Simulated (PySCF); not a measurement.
**Ionisation energy of Ne by level of theory**

Ne [Ne] (1S) → Ne+ [He] 2s2 2p5 (2P), as a difference of total energies. All numbers are calculated (PySCF 2.14, the non-relativistic Hamiltonian (point nucleus), in cc-pVTZ (4s3p2d1f, 30 functions)). Correlated levels: valence: 1s2 frozen. The calculations carry no spin-orbit coupling.

| method | ionisation energy (eV) |
| --- | --- |
| UHF | 19.673 |
| r2SCAN | 21.427 |
| M06-2X | 21.544 |
| MP2 (valence) | 21.510 |
| SCS-MP2 (valence) | 21.365 |
| CCSD (valence) | 21.252 |
| CCSD(T) (valence) | 21.299 |

Errors of the correlated levels include the incompleteness of this basis and the frozen core.

Problem. Which method comes closest to the reference value, and which is furthest?

Solution. The reference is 21.597 eV (measured; NIST levels, between the centres of gravity of the two terms). Closest: M06-2X (error -0.053 eV); furthest: UHF (error -1.924 eV).
